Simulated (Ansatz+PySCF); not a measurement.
# doublet CH₃: levels of theory in one basis

```xyz
4

C     0.0000    0.0000    0.0000
H     1.3084    0.0000    0.0000
H    -0.5452    0.9443    0.0000
H    -0.5452   -0.9443    0.0000
```

Basis set: STO-3G (spherical functions). Correlated methods keep 1 orbital frozen. Correlation on ROHF uses semicanonical orbitals with singles. Charge 0, multiplicity 2.

Computed with Ansatz (development build ahead of 0.2.0); each method stands on the lowest determinant of its kind that the runs found.

```tsv
method	E − E(ROHF) (eV)	<S²> of the determinant
ROHF	0.00	0.75
UHF	-0.16	0.78
ROHF-MP2	-1.30	–
UHF-MP2	-1.35	0.78
ROHF-CCSD	-2.02	–
UHF-CCSD	-2.01	0.78
ROHF-CCSD(T)	-2.02	–
UHF-CCSD(T)	-2.02	0.78
full CI (lowest root of this spin)	-2.02	–
```

At such a shape the full CI root can have another spatial symmetry than the determinants, so the rows needn't describe one state.

(1) Is a single determinant a sound starting point here?

Results:

(1) Only with care. Unrestricted orbitals gain 0.16 eV and <S²> is 0.78 against 0.75 for a pure state, but bonds are stretched.

Caution for ROHF-MP2, UHF-MP2, ROHF-CCSD, UHF-CCSD, ROHF-CCSD(T), UHF-CCSD(T): bonds are stretched, where a single reference can fail.
